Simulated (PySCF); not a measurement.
# Si2NH6 (SMILES N[SiH][SiH3]) at 5 levels

Wanted: a comparison of 5 runs (U-r2SCAN/6-311+G**, UBLYP/6-311+G**, UM06-2X/6-311+G**, UM06-L/6-311+G**, UTPSS/6-311+G**) of Si2NH6. The job is set up through a Python script.

The calculation is run with PySCF 2.14.0.

## Step 1: The system as given

The species is Si2NH6 (9 atoms), meant as a doublet with charge 0. As SMILES, `N[SiH][SiH3]`. Geometry: relaxed at PBE0-D4/def2-TZVP. This is one conformer, not always the lowest.

Bond lengths: N1–Si2 1.725 Å, Si2–Si3 2.338 Å, N1–H4 1.007 Å, N1–H5 1.007 Å, Si2–H6 1.494 Å, Si3–H7 1.491 Å, Si3–H8 1.490 Å, Si3–H9 1.488 Å. Some angles: N1–Si2–Si3 110.8°, N1–Si2–H6 105.7°, Si3–Si2–H6 112.7°, Si2–N1–H4 121.0°, Si2–N1–H5 120.5°, Si2–Si3–H7 114.8°, Si2–Si3–H8 108.4°, Si2–Si3–H9 108.6°, H4–N1–H5 111.4°, H7–Si3–H8 107.8°.

## Step 2: The energy at U-r2SCAN/6-311+G(d,p) (run 1)

File input.py:

```python
from pyscf import gto, dft

mol = gto.M(
    atom='''
N     -0.800100     0.840300    -1.401300
Si    -0.412600     0.902100     0.278900
Si     0.627800    -1.077000     0.962500
H     -1.356700     0.089900    -1.777700
H     -0.920900     1.689300    -1.930000
H      0.461600     2.102100     0.448200
H      1.938500    -1.353900     0.307200
H     -0.282400    -2.217000     0.659800
H      0.833300    -1.021900     2.435300
''',
    max_memory=1860,
    verbose=3,
    basis='6-311+g**',
    spin=1,
)

myscf = dft.UKS(mol)
myscf.xc = 'r2scan'
myscf.conv_tol = 1e-10
myscf.grids.level = 5
myscf.kernel()
if not myscf.converged:
    myscf = myscf.newton().run(myscf.mo_coeff, myscf.mo_occ)

energy = myscf.e_tot
print('E(%s) = %.9f' % ('R2SCAN', energy))
```

Started as:

```bash
$ OMP_NUM_THREADS=1 python input.py
```

What it wrote:

```text
<dir> SyntaxWarning: invalid escape sequence '\W'
  S = {(paw_set(r)[0], bool(re.search(r"spin_orbit\W+true|paw_fr", str((r.get("files") or {}).get("input") or "")) or re.search("(?i)spin.orbit\W+(value\W+)?(true|yes)|value\W+spin-orbit", json.dumps(r.get("inputs"), default=str)))) for r in records}

converged SCF energy = -637.262079517763  <S^2> = 0.75420487  2S+1 = 2.0042005
E(R2SCAN) = -637.262079518
```

Wall time 2.1 min (1 thread of Arm Neoverse V1, shared host); peak memory 0.71 GiB.

## Step 3: A single-point energy at UBLYP/6-311+G(d,p) (run 2)

File run.py:

```python
# N[SiH][SiH3]
from pyscf import gto, dft

mol = gto.M(
    atom=[
    ('N', (-0.800100, 0.840300, -1.401300)),
    ('Si', (-0.412600, 0.902100, 0.278900)),
    ('Si', (0.627800, -1.077000, 0.962500)),
    ('H', (-1.356700, 0.089900, -1.777700)),
    ('H', (-0.920900, 1.689300, -1.930000)),
    ('H', (0.461600, 2.102100, 0.448200)),
    ('H', (1.938500, -1.353900, 0.307200)),
    ('H', (-0.282400, -2.217000, 0.659800)),
    ('H', (0.833300, -1.021900, 2.435300)),
],
    max_memory=1860,
    basis='6-311+g**',
    charge=0,
    spin=1,
    verbose=3,
)

mf = dft.UKS(mol)
mf.xc = 'blyp'
mf.grids.level = 5
mf.conv_tol = 1e-10
mf.kernel()
if not mf.converged:
    mf = mf.newton().run(mf.mo_coeff, mf.mo_occ)

etot = mf.e_tot
print('E = %.10f Eh' % etot)
```

Started as:

```bash
$ OMP_NUM_THREADS=1 python run.py
```

What it wrote:

```text
<dir> SyntaxWarning: invalid escape sequence '\W'
  S = {(paw_set(r)[0], bool(re.search(r"spin_orbit\W+true|paw_fr", str((r.get("files") or {}).get("input") or "")) or re.search("(?i)spin.orbit\W+(value\W+)?(true|yes)|value\W+spin-orbit", json.dumps(r.get("inputs"), default=str)))) for r in records}

converged SCF energy = -637.319025011298  <S^2> = 0.75174736  2S+1 = 2.0017466
E = -637.3190250113 Eh
```

Wall time 53 s (1 thread of Arm Neoverse V1, shared host); peak memory 0.67 GiB.

Runs 3 to 4 aren't shown in full; the table further down has their settings and results.

## Step 4: The energy at UTPSS/6-311+G(d,p) (run 5)

File job.py:

```python
from pyscf import gto, dft

system = gto.M(
    atom='''
N     -0.800100     0.840300    -1.401300
Si    -0.412600     0.902100     0.278900
Si     0.627800    -1.077000     0.962500
H     -1.356700     0.089900    -1.777700
H     -0.920900     1.689300    -1.930000
H      0.461600     2.102100     0.448200
H      1.938500    -1.353900     0.307200
H     -0.282400    -2.217000     0.659800
H      0.833300    -1.021900     2.435300
''',
    verbose=3,
    spin=1,
    charge=0,
    basis='6-311+g**',
    max_memory=1860,
)

mf = dft.UKS(system)
mf.xc = 'tpss'
mf.grids.level = 5
mf.conv_tol = 1e-10
mf.kernel()
if not mf.converged:
    mf = mf.newton().run(mf.mo_coeff, mf.mo_occ)

e_final = mf.e_tot
print('E = %.10f Eh' % e_final)
```

Started as:

```bash
$ OMP_NUM_THREADS=1 python job.py
```

What it wrote:

```text
<dir> SyntaxWarning: invalid escape sequence '\W'
  S = {(paw_set(r)[0], bool(re.search(r"spin_orbit\W+true|paw_fr", str((r.get("files") or {}).get("input") or "")) or re.search("(?i)spin.orbit\W+(value\W+)?(true|yes)|value\W+spin-orbit", json.dumps(r.get("inputs"), default=str)))) for r in records}

converged SCF energy = -637.412114497568  <S^2> = 0.7529918  2S+1 = 2.0029896
E = -637.4121144976 Eh
```

It took 2.2 min on 1 thread of Arm Neoverse V1, shared host; peak memory 0.71 GiB.

## Step 5: Overview of the runs

| run | level | energy (Eh) | dipole moment (D) | HOMO energy (eV) | LUMO energy (eV) | wall time |
| --- | --- | --- | --- | --- | --- | --- |
| 1 | U-r2SCAN/6-311+G** | -637.262080 | 1.67 | -4.47 | -2.49 | 2.1 min |
| 2 | UBLYP/6-311+G** | -637.319025 | 1.75 | -3.99 | -2.90 | 53 s |
| 3 | UM06-2X/6-311+G** | -637.270383 | 1.47 | -6.05 | -1.50 | 2.3 min |
| 4 | UM06-L/6-311+G** | -637.338544 | 1.63 | -4.19 | -2.73 | 2.1 min |
| 5 | UTPSS/6-311+G** | -637.412114 | 1.73 | -4.32 | -2.76 | 2.2 min |

## Step 6: What came out

| quantity | value |
| --- | --- |
| run 5: total energy | -637.41211 Eh |
| run 5: dipole moment | 1.73 D |
| run 5: HOMO energy (highest over α and β) | -4.32 eV |
| run 5: LUMO energy (lowest over α and β) | -2.76 eV |
| run 5: ⟨S²⟩ | 0.753 |

The dipole moment (its size) runs from 1.47 D (UM06-2X/6-311+G**) to 1.75 D (UBLYP/6-311+G**). Totals of different functionals can't be ranked against each other. All runs together took 9.6 min, the longest 2.3 min.
